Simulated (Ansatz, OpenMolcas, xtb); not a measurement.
# A ladder of methods for SiH2F (SMILES F[SiH2])

SiH2F has 4 atoms, charge 0, and is taken as a doublet. SMILES: `F[SiH2]`. Geometry: relaxed at GFN2-xTB.

Quantity: the vertical energy of the quartet above the doublet, in eV. The values are calculated.

```tsv
level	kind	program	value (eV)	less FCI/STO-3G	CPU time (all runs)
GFN2-xTB	semi-empirical	xtb	7.18	-3.10	under 2 s
UBLYP/STO-3G	GGA	Ansatz	10.49	+0.21	3.2 s
U-r2SCAN0/STO-3G	hybrid meta-GGA	Ansatz	10.42	+0.14	8.4 s
UB3LYP/STO-3G	global hybrid	OpenMolcas	10.55	+0.27	11 s
UCAM-B3LYP/STO-3G	range-separated hybrid	Ansatz	10.54	+0.26	3.7 s
UB2PLYP/STO-3G	double hybrid	Ansatz	10.52	+0.24	3.4 s
RPA@PBE/STO-3G	RPA	Ansatz	10.36	+0.08	4.3 s
UMP2/STO-3G	perturbation theory	Ansatz	10.15	-0.13	0.25 s
UCCSDTQ/STO-3G	coupled cluster or CI	Ansatz	10.28	0.00	49 s
FCI/STO-3G	exact in the basis	OpenMolcas	10.28	0.00	7.9 s
```

FCI/STO-3G is exact within its basis and frozen core, so for wave-function methods in that basis the difference is their error; functionals converge differently with the basis, so for them it is only a difference. The values span 7.18 to 10.55 eV. The xTB rows lack spin polarisation, so open shells miss the exchange term that lowers them. All rows use very small basis sets, so even the best lies far from the true value. Times are those of the runs behind each value, whatever else they computed, on shared processors of several kinds: orders of magnitude only.
